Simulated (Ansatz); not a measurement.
`CBF` → `BF` + `[CH2]` (triplet) at 600 K and 1 bar (formal loss of a carbene).

Isolated molecules relaxed with PBE0-D4/def2-TZVP in Ansatz; ΔE leaves out vibrations. CBS: def2 TZ/QZ extrapolation, frozen cores. Triplets are unrestricted, without spin–orbit coupling.

```json
{"species": "`CBF`", "CCSD(T)/CBS energy (Eh)": "-165.09757", "H − E (kJ/mol)": "171.6", "S (J/(mol·K))": "328.0"}
{"species": "`BF`", "CCSD(T)/CBS energy (Eh)": "-125.81724", "H − E (kJ/mol)": "83.0", "S (J/(mol·K))": "253.5"}
{"species": "`[CH2]` (triplet)", "CCSD(T)/CBS energy (Eh)": "-39.09310", "H − E (kJ/mol)": "66.5", "S (J/(mol·K))": "220.8"}
```

H − E and S are ideal-gas, rigid-rotor, harmonic terms from PBE0-D4/def2-TZVP, with the whole ground term of open shells counted as degenerate. 1 Eh = 2625.50 kJ/mol, R = 8.31446 J/(mol·K).

Problem. By hand: ΔE, ΔH, ΔS and ΔG.

Solution. ΔE = (-125.81724) + (-39.09310) − (-165.09757) = 0.18723 Eh = 491.6 kJ/mol. Δ(H − E) = 83.0 + 66.5 − 171.6 = -22.1, so ΔH = 469.5 kJ/mol. ΔS = 253.5 + 220.8 − 328.0 = 146.3 J/(mol·K). ΔG = 469.5 − 600 × (146.3)/1000 = 381.7 kJ/mol.

Problem. By hand: the equilibrium constant, and the temperature at which ΔG would vanish if ΔH and ΔS stayed fixed.

Solution. log₁₀ K = −ΔG/(RT ln 10) = -33.2. ΔG = 0 at ΔH/ΔS = 3209 K, far beyond where these terms or the molecules hold.

The number of gas molecules changes by +1, which sets the sign of ΔS. A doubt of 5 kJ/mol in ΔE shifts log₁₀ K by 0.4 here. A triplet takes part, so the spin changes. These are equilibria of isolated gas molecules and say nothing of rates. Largest T1 diagnostic: 0.013 (customary marks: 0.02 for closed shells, 0.045 for open ones).
